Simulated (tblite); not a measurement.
Isomers of C4H9O2 (doublet state). Computed values, GFN2-xTB/tblite, gas phase, harmonic and unscaled. The method is semi-empirical: single wavenumbers can be off by several per cent or more. One conformer each. Open shells enter through the occupations alone, without spin polarisation, and single modes of such species can be off by tens of per cent.

Electronic energies: GFN2-xTB at the same geometries; isomer energies are rough at this level and their order can be wrong.

```
        SMILES  electronic energy, lowest = 0 (kJ/mol)
     COCC[CH]O                                     0.0
COC[C@H](C)[O]                                     7.9
C[C@H](O)CC[O]                                     8.0
```

How do GFN2-xTB zero-point energies change the relative energies?

```json
{"SMILES": "COCC[CH]O", "ZPE (kJ/mol)": "325.8", "of it from modes above 1550 cm⁻¹": "161.2", "electronic (kJ/mol)": "0.0", "with ZPE, lowest = 0 (kJ/mol)": "0.0", "lowest mode (cm⁻¹)": "88", "rings": "0"}
{"SMILES": "COC[C@H](C)[O]", "ZPE (kJ/mol)": "326.1", "of it from modes above 1550 cm⁻¹": "157.2", "electronic (kJ/mol)": "7.9", "with ZPE, lowest = 0 (kJ/mol)": "8.1", "lowest mode (cm⁻¹)": "100", "rings": "0"}
{"SMILES": "C[C@H](O)CC[O]", "ZPE (kJ/mol)": "322.6", "of it from modes above 1550 cm⁻¹": "153.8", "electronic (kJ/mol)": "8.0", "with ZPE, lowest = 0 (kJ/mol)": "4.8", "lowest mode (cm⁻¹)": "97", "rings": "0"}
```

The zero-point energies span 3.5 kJ/mol, from `C[C@H](O)CC[O]` to `COC[C@H](C)[O]`. The lowest isomer stays, but the order above it changes.

What do entropy and thermal enthalpy add at 298.15 K and 1 bar (rigid rotor, harmonic oscillator, one conformer each)?

| SMILES | point group | symmetry number | S (J/(mol K)) | H − H(0) (kJ/mol) | ZPE + H − H(0) − TS (kJ/mol) |
| --- | --- | --- | --- | --- | --- |
| COCC[CH]O | C1 | 1 | 360.8 | 22.78 | 241.0 |
| COC[C@H](C)[O] | C1 | 1 | 343.7 | 20.89 | 244.5 |
| C[C@H](O)CC[O] | C1 | 1 | 338.9 | 20.11 | 241.6 |

S holds R ln(2S + 1) for the spin.
